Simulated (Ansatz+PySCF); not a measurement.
A calculation with PySCF 2.14.0.

```python
from pyscf import gto, scf, mp

mol = gto.M(atom="""
Al 0.000000 0.000000 -0.128650
H 0.000000 0.000000 1.672430
""", basis='def2-svp', charge=0, spin=0)
mf = scf.RHF(mol)
mf.kernel()
pt = mp.MP2(mf, frozen=5).run()
print(mf.e_tot, pt.e_corr, pt.e_tot)
```

The script is written out from the run's settings.

Results

```
Converged          : yes
Reference energy   : -242.36890 hartree
Correlation energy : -0.04987 hartree
Total energy       : -242.41877 hartree
```
